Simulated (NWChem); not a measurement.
C$_{2}$H$_{5}$O, doublet; SMILES C(C)[O]

```xyz
8

C      0.2392    -1.1747    -0.0001
C     -0.4762     0.1649    -0.0002
O      0.3116     1.2623    -0.0002
H     -0.4782    -2.0099     0.0024
H      0.8775    -1.2704    -0.8913
H      0.8816    -1.2681     0.8884
H     -1.1732     0.2552     0.8683
H     -1.1788     0.2533    -0.8642
```
Atoms are numbered in this order, from 1.

Results from NWChem. Spin-unrestricted. Structure relaxed at the PBE0/def2-SVP, spin-unrestricted level. No stability test was run on the SCF state.

Taking PBE/def2-TZVPP as the yardstick, which of these has the fewest basis functions while keeping “highest occupied level (eV)” within 0.05 eV of it: PBE/def2-TZVPD; PBE/def2-SVP; PBE/def2-TZVP; PBE/def2-SVPD?

PBE/def2-TZVP (a larger set in the list lies outside the tolerance).
```csv
level,basis functions,highest occupied level (eV),relative time (rough)
PBE/def2-SVP,67,-5.51,1
PBE/def2-SVPD,103,-5.95,3
PBE/def2-TZVP,123,-5.85,5
PBE/def2-TZVPD,159,-5.94,10
PBE/def2-TZVPP,163,-5.86,9
```

The yardstick is one finite set, not the basis-set limit.
